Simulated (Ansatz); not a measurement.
A trace of molecular dynamics of BH₄OSi (7 atoms, charge 0, multiplicity 2).

Method: UKS PBE-D4/def2-SVP (Ansatz).

```
ensemble                      : NVE (velocity Verlet)
starting velocities drawn for : 400 K
masses                        : H 10 u
seed                          : 147253
```

| time (fs) | T (K) | potential energy less start (eV) | conserved less start (meV/atom) |
| --- | --- | --- | --- |
| 0.0 | 400 | 0.000 | 0.00 |
| 2.0 | 377 | 0.015 | 0.00 |
| 4.0 | 319 | 0.053 | 0.01 |
| 6.0 | 246 | 0.100 | 0.02 |
| 8.0 | 181 | 0.141 | 0.03 |
| 10.0 | 143 | 0.166 | 0.03 |
| 12.0 | 139 | 0.169 | 0.03 |
| 14.0 | 165 | 0.152 | 0.03 |
| 16.0 | 209 | 0.123 | 0.02 |
| 18.0 | 254 | 0.095 | 0.01 |
| 20.0 | 281 | 0.077 | 0.01 |
| 22.0 | 277 | 0.080 | 0.00 |
| 24.0 | 238 | 0.105 | 0.01 |
| 26.0 | 178 | 0.144 | 0.02 |
| 28.0 | 120 | 0.181 | 0.03 |
| 30.0 | 92 | 0.199 | 0.03 |
| 32.0 | 109 | 0.188 | 0.03 |
| 34.0 | 168 | 0.150 | 0.02 |
| 36.0 | 247 | 0.099 | 0.01 |
| 38.0 | 314 | 0.056 | 0.00 |
| 40.0 | 341 | 0.038 | 0.00 |
| 42.0 | 320 | 0.051 | 0.00 |
| 44.0 | 265 | 0.087 | 0.01 |
| 46.0 | 201 | 0.129 | 0.02 |
| 48.0 | 151 | 0.161 | 0.03 |
| 50.0 | 128 | 0.176 | 0.03 |

Is this trajectory sound?

The conserved energy stayed within 0.034 meV per atom of its start (net change 0.028 meV per atom), so the integration is sound. A run of 0.05 ps of so small a system gives no equilibrium averages. The time step was 0.5 fs.

Run time: 3.5 min on 1 thread of Arm Neoverse V1, with other jobs on the host, peak memory 0.12 GiB.
